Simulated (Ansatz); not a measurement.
Take Pd in the fcc (Cu type) structure (space group Fm-3m, No. 225) as the base.

```xyz
1
Lattice="0.0000 1.9379 1.9379 1.9379 0.0000 1.9379 1.9379 1.9379 0.0000" Properties=species:S:1:pos:R:3 pbc="T T T"
Pd     0.0000     0.0000     0.0000
```

The values are results of DFT with PBEsol, PAW potentials and a 420 eV plane-wave cutoff in Ansatz (a quantum-chemistry and plane-wave program), without spin-orbit coupling, not measurements.

The change: Ni takes the place of Pd on all its sites; the structure is relaxed again.

Measured lattice parameter a: Pd 3.876 Å (static lattice; corrected from measurement; as listed in Daniel Mejia-Rodriguez, S. B. Trickey, Phys. Rev. B (2018)); Ni 3.508 Å (static lattice; corrected from measurement; as listed in Daniel Mejia-Rodriguez, S. B. Trickey, Phys. Rev. B (2018)).

Question: How well does PBEsol reproduce the measured shift?

Answer: With PBEsol the lattice parameter a moves by -0.413 Å (3.876 → 3.463) against -0.368 Å measured.

The magnetic state is the one reached from the starting moments; the real material's order can differ, and small cells can't hold many antiferromagnetic ones. Stability against distortions was not tested. Spin-polarised in the final run: Ni; the other runs are not.
